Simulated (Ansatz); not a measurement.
Sb (P-1, No. 2, 14 atoms in the cell; start mp-1236935; another form than the element's usual one)

Level of theory: r²SCAN-D4 in Ansatz (PAW).

Settings: plane-wave cutoff 500 eV, 6×6×6 k mesh, Fermi–Dirac smearing 0.05 eV, scalar-relativistic PAW data made under PBE.

Cell (relaxed at this level):

```cif
data_Sb7
_chemical_formula_sum 'Sb7'
_space_group_name_H-M_alt 'P-1'
_space_group_IT_number 2
_space_group_name_Hall '-P 1'
_cell_length_a 4.46004
_cell_length_b 6.52913
_cell_length_c 8.15308
_cell_angle_alpha 71.648
_cell_angle_beta 89.959
_cell_angle_gamma 71.147
loop_
_atom_site_label
_atom_site_type_symbol
_atom_site_symmetry_multiplicity
_atom_site_Wyckoff_symbol
_atom_site_fract_x
_atom_site_fract_y
_atom_site_fract_z
_atom_site_occupancy
Sb1 Sb 1 a 0.00000 0.00000 0.00000 1
Sb2 Sb 1 g 0.00000 0.50000 0.50000 1
Sb3 Sb 2 i 0.25068 0.48505 0.12530 1
Sb4 Sb 2 i 0.48448 0.03752 0.74030 1
Sb5 Sb 1 b 0.00000 0.00000 0.50000 1
```
(The calculation used a cell of 14 atoms; values per cell refer to that cell.)

- band gap: zero (no gap)

Note: the relaxation could not lower the start's symmetry, so the cell can be a saddle point above a distorted one.

Spin–orbit coupling is not included.

Computed values are for the static lattice.

A start named mp-… is a Materials Project structure, which need not be a measured phase.

Ansatz is a first-principles code.
